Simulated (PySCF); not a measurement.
**PO₂: from structure and modes to constants**

Computed with PySCF, UPBE0, basis P def2-TZVP, O def2-TZVP (no relativity, density fitting).

The doublet minimum has C2v symmetry. Masses (u): P 30.97376, O 15.99492.

```xyz
3
charge 0 multiplicity 2, angstrom
P     0.0000    0.2865    0.0000
O     0.0000   -0.2772    1.3525
O     0.0000   -0.2772   -1.3525
```

Harmonic wavenumbers (cm⁻¹): 396.4 (a1, ×1), 1106.6 (a1, ×1), 1375.5 (b2, ×1).

**Question.** Find the principal moments of inertia and the rotational constants. What kind of rotor is it?

**Answer.** About the centre of mass I = 5.0016, 58.514, 63.516 u Å². With B = 16.8576/I this gives 3.37, 0.2881, 0.2654 cm⁻¹. The molecule is an asymmetric top with κ = -0.99.

**Question.** What is the harmonic zero-point energy?

**Answer.** Half the sum of all 3 wavenumbers, 2879/2 = 1439 cm⁻¹, which is 17.2 kJ/mol (1 cm⁻¹ = 0.0119627 kJ/mol).

**Question.** Give the standard entropy (298.15 K, 1 bar) by its translational, rotational, vibrational and spin parts, and Cp.

**Answer.** Sackur–Tetrode with M = 62.96 u gives 160.5; rotation with symmetry number 2 gives 83.6; vibration 4.4; spin R ln 2 = 5.8. The total is 254.3 J/(mol K), and Cp = 4 R + 7.8 = 41.1 J/(mol K).

Other isomers or separated fragments may lie lower.
